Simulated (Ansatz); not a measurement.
How far each method lies from full CI for HAlP⁺, triplet

Geometry: that of the HAlP, quartet, kept fixed.

```xyz
3

Al    0.0000   -0.1077    1.2377
P     0.0000    0.0510   -1.1432
H     0.0000    1.3154    1.9991
```

Basis 6-31G; Ansatz 0.2.0. Correlated methods freeze the noble-gas cores, which leaves 8 electrons in 18 orbitals. Prefix R: restricted or restricted open-shell reference; prefix U: unrestricted. Active spaces: valence = (8e, 9o) chosen from the atoms' valence shells.

Full CI is exact within this basis and frozen core; it isn't the basis-set limit. The frozen core follows each run's orbitals, which can shift R against U totals by a few meV.

Unrestricted rows (U) aren't spin-pure: their determinants' ⟨S²⟩ exceeds S(S+1) by up to 0.54, so they mix in states of higher spin. For open shells CISD is restricted-active-space CI with the open shells as a complete middle space.

The UHF ⟨S²⟩ is 2.539, the T1 diagnostic (RCCSD) is 0.0533 and the largest doubles amplitude (RCCSD) is 0.114. The T1 diagnostic (UCCSD) is 0.0815.

Problem. From what is known of these methods and the diagnostics, rank them by the size of their error in total energy against full CI in 6-31G, smallest first (an estimate: the text doesn't fix the numbers).
A. RCCSDT
B. UMP2
C. CISD
D. NEVPT2 (valence space)
E. RCCSD(T)

Solution. A (0.09 kcal/mol), E (0.84 kcal/mol), D (3.54 kcal/mol), C (4.82 kcal/mol), B (20.28 kcal/mol).

All errors are against full CI in 6-31G. With T1 at 0.053 and a doubles amplitude of 0.11 one determinant is a poor start. Within each family the higher level lies nearer, as is usual though not guaranteed.

The full-CI state has the irrep A'' of Cs, in the program's axes.

Natural occupations of full CI about the gap: 1.980 1.946 1.845 0.991 0.990 0.154 0.030 0.022 0.020 0.006; effectively unpaired electrons, Σ n²(2−n)², 2.18.
